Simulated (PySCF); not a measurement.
Donors bound to Ga(H)3. Gas-phase values, no solvent. One relaxed conformer stands for each flexible species; it need not be the lowest. Strings in code marks are SMILES.

Level of theory: PBE0-D3(BJ)/def2-TZVP // PBE0-D3(BJ)/def2-SVP run with PySCF. All candidates: neutral, multiplicity 1. Excitations are Tamm–Dancoff values on a coarser integration grid. The basis has no diffuse functions, so Rydberg states are missing or too high.

```
Property               Result
-------------------  --------
HOMO                 -7.71 eV
S1 excitation (TDA)   5.79 eV
T1 excitation (TDA)   5.47 eV
```

Task: Which member has these values?
(A) `CC#N`
(B) `CSC`
(C) `CN(C)C`
(D) [Ga(H)3(H2O)]

Result: D, [Ga(H)3(H2O)]. The others give `CC#N`: -9.43 eV, 7.77 eV, 6.26 eV; `CN(C)C`: -6.08 eV, 5.99 eV, 5.76 eV; `CSC`: -6.25 eV, 5.52 eV, 4.93 eV
